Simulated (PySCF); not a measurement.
SH: energy against distance

Set-up: H def2-TZVP, S def2-TZVP; no relativity (PySCF 2.14). Energies in eV from H + S in their ground configurations at the same level. All curves are PBE0. state 1: ²Π (doublet), unpaired electrons π ↑; state 2: quartet, unpaired electrons σ ↑, π ↑↑, a second solution, started from another occupation.

```csv
R (Å),state 1,state 2
1.158,-3.085,3.6546
1.211,-3.439,2.9747
1.265,-3.642,2.4316
1.306,-3.717,2.0945
1.346,-3.740,1.8064
1.386,-3.720,1.5592
1.440,-3.640,1.2821
1.508,-3.476,1.0028
1.588,-3.215,0.7439
1.696,-2.804,0.4945
```

Problem. Put a parabola through the three lowest points of the state 1 curve and estimate Re, k and ωe (reduced mass 0.977 u; 1 eV/Å² = 0.16022 mdyn/Å; ωe = 1302.8·√(k/μ) cm⁻¹).

Solution. Through R = 1.306, 1.346, 1.386 Å the second-order coefficient is 13.4 eV/Å², so Re ≈ 1.347 Å, k ≈ 4.31 mdyn/Å and ωe ≈ 2735 cm⁻¹. A polynomial fit of higher order to the unrounded PBE0 energies gives Re = 1.346 Å, k = 4.21 mdyn/Å, ωe = 2705 cm⁻¹; anharmonicity and rounding make the difference.

The higher-order fit for each curve: state 1: Re = 1.346 Å, ωe = 2705 cm⁻¹, De = 3.74 eV. State 2 gave no clean fit.

The state is the lowest determinant that a PBE0 search found; another state may lie lower at other levels.
